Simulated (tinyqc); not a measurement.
Inside a calculation. Method: Hueckel theory of the pi electrons with the omega technique, for the molecule O=CC=O (SMILES; centres numbered as the heavy atoms are written). One step of it, computed by the program tinyqc.

Question. Omega technique, round 2. h_r = h_r(0) + omega q_r, omega = 1.4, with q_r = z_r - P_rr; 0.5 of the old diagonal is kept.

Hueckel matrix in units of beta (H = alpha + beta A), lower triangle:
```
          1O        2C        3C        4O
1O  0.920000
2C  0.950000  0.000000
3C  0.000000  1.000000  0.000000
4O  0.000000  0.000000  0.950000  0.920000
```

charge and bond-order matrix P, lower triangle:
```
           1O        2C        3C        4O
1O   1.164998
2C   0.877695  0.835002
3C   0.083124  0.442175  0.835002
4O  -0.442175  0.083124  0.877695  1.164998
```

Centres:
```
centre  z_r, pi electrons of the neutral centre         h
1O                                            1  0.920000
2C                                            1  0.000000
3C                                            1  0.000000
4O                                            1  0.920000
```

Give: matrix after round 2.

Answer.

matrix after round 2, lower triangle:
```
        1O      2C      3C      4O
1O  0.6875
2C  0.9500  0.2325
3C  0.0000  1.0000  0.2325
4O  0.0000  0.0000  0.9500  0.6875
```
